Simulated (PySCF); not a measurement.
# USVWN5/SBKJC (core potential) run of triplet H3S+

We compute the energy of triplet H3S+. The job is set up through a Python script.

The calculation is run with PySCF 2.14.0.

6 further runs of the same task are left out: 1 that didn't finish, 5 set aside as unsound or not needed.

## (1) The system as given

The species is H3S+ (4 atoms), meant as a triplet with charge +1. As SMILES of the parent species, `[SH3+]`. The coordinates come from a GFN2-xTB relaxation. That shape belongs to the parent species and isn't relaxed for this state.

Bond lengths: S1–H2 1.356 Å, S1–H3 1.355 Å, S1–H4 1.355 Å. Angles: H2–S1–H3 93.7°, H2–S1–H4 93.7°, H3–S1–H4 93.7°.

## (2) A single-point energy at USVWN5/SBKJC (core potential)

The input, run.py:

```python
from pyscf import gto, dft

mol = gto.M(
    atom=[
    ('S', (0.301620, -0.100910, -0.445950)),
    ('H', (0.848020, 0.280920, 0.734350)),
    ('H', (-0.494150, -1.037930, 0.125030)),
    ('H', (-0.655500, 0.857920, -0.413440)),
],
    verbose=3,
    ecp={'S': 'sbkjc'},
    charge=1,
    basis='sbkjc',
    max_memory=1860,
    spin=2,
)

mf = dft.UKS(mol)
mf.xc = 'svwn'
mf.conv_tol = 1e-10
mf.grids.level = 5
mf.kernel()
if not mf.converged:
    mf = mf.newton().run(mf.mo_coeff, mf.mo_occ)

etot = mf.e_tot
print('Final energy', etot)
```

Command:

```sh
OMP_NUM_THREADS=1 python run.py
```

Output:

```text
WARN: HOMO 0.0784762953551823 >= LUMO -0.207006100716567

WARN: HOMO -0.410971193836802 >= LUMO -0.848686556905378

WARN: HOMO -0.332476445912024 >= LUMO -0.643633319162952

WARN: HOMO -0.315747711338608 >= LUMO -0.632711884929176

WARN: HOMO -0.307909975238601 >= LUMO -0.633438663722618

WARN: HOMO -0.311196948338289 >= LUMO -0.633402380239875

WARN: HOMO -0.310055601430341 >= LUMO -0.633308077264031

WARN: HOMO -0.308991313813592 >= LUMO -0.633112394710307

WARN: HOMO -0.308992990201276 >= LUMO -0.633169967544722

WARN: HOMO -0.308939684330427 >= LUMO -0.633079042617557

WARN: HOMO -0.307946197771038 >= LUMO -0.632317597244759

WARN: HOMO -0.310272195282679 >= LUMO -0.633485339619862

WARN: HOMO -0.309743999631602 >= LUMO -0.633749783629021

WARN: HOMO -0.30916849348281 >= LUMO -0.633962692503313

WARN: HOMO -0.309532156803145 >= LUMO -0.634064581340484

WARN: HOMO -0.310659124104451 >= LUMO -0.633313017614393

WARN: HOMO -0.308989291116718 >= LUMO -0.633677545313312

WARN: HOMO -0.310515420350927 >= LUMO -0.63353569702001

WARN: HOMO -0.310833618351156 >= LUMO -0.63278023736045

WARN: HOMO -0.311253807410016 >= LUMO -0.632789401364496

WARN: HOMO -0.3114484629408 >= LUMO -0.632635748214778

WARN: HOMO -0.309330542101609 >= LUMO -0.633029230878294

WARN: HOMO -0.309264895359981 >= LUMO -0.633427970219061

WARN: HOMO -0.311158929612978 >= LUMO -0.633200182175517

WARN: HOMO -0.310440776129686 >= LUMO -0.633505400645713

WARN: HOMO -0.312328217781194 >= LUMO -0.632518611309543

WARN: HOMO -0.310164357374142 >= LUMO -0.633453841325359

WARN: HOMO -0.309893983938183 >= LUMO -0.633177710208543

WARN: HOMO -0.310545485547051 >= LUMO -0.632337649863855

WARN: HOMO -0.312882226419662 >= LUMO -0.631820451484794

WARN: HOMO -0.311015263856838 >= LUMO -0.632815051648244

WARN: HOMO -0.311046261543874 >= LUMO -0.632476996335663

WARN: HOMO -0.310749106325495 >= LUMO -0.630925703553026

WARN: HOMO -0.309744436965897 >= LUMO -0.632205415367273

WARN: HOMO -0.31134300903812 >= LUMO -0.630668288163558

WARN: HOMO -0.31254848835146 >= LUMO -0.629647284261419

WARN: HOMO -0.310362828400146 >= LUMO -0.633555383926919

WARN: HOMO -0.308945389464407 >= LUMO -0.632152555564501

WARN: HOMO -0.308719136557193 >= LUMO -0.633472159130389

WARN: HOMO -0.309154343163303 >= LUMO -0.634125108233192

WARN: HOMO -0.309581413941512 >= LUMO -0.634315994091168

WARN: HOMO -0.310084436790196 >= LUMO -0.632823128154163

WARN: HOMO -0.309760764564066 >= LUMO -0.632277302948361

WARN: HOMO -0.309574955477251 >= LUMO -0.632174975177259

WARN: HOMO -0.309276848056494 >= LUMO -0.63271299548092

WARN: HOMO -0.309455786219411 >= LUMO -0.632551383488981

WARN: HOMO -0.308690360761525 >= LUMO -0.632646666324165

WARN: HOMO -0.30842561792542 >= LUMO -0.632946260512911

WARN: HOMO -0.310506440811758 >= LUMO -0.632066497868821

WARN: HOMO -0.30977371779208 >= LUMO -0.632223679641814

SCF not converged.
SCF energy = -11.1339204845701 after 50 cycles  <S^2> = 2.0007547  2S+1 = 3.0005031

WARN: HOMO -0.326124326086197 >= LUMO -0.627004284899642

WARN: HOMO -0.30735689289765133 > LUMO -0.6325263953195573 was found in the canonicalized orbitals.

converged SCF energy = -11.1488509461855  <S^2> = 2.0009582  2S+1 = 3.0006387
Final energy -11.14885094618547
```

Run time: 5.7 s. Hardware: 1 thread of Arm Neoverse V2, shared host; peak memory 0.15 GiB.

## (3) Outcome

Level: USVWN5/SBKJC (core potential).

```
                          quantity         value
                      total energy  -11.14885 Eh
HOMO energy (highest over α and β)      -8.36 eV
                              ⟨S²⟩         2.001
```

What this shows: The run may have ended on a state above the lowest.
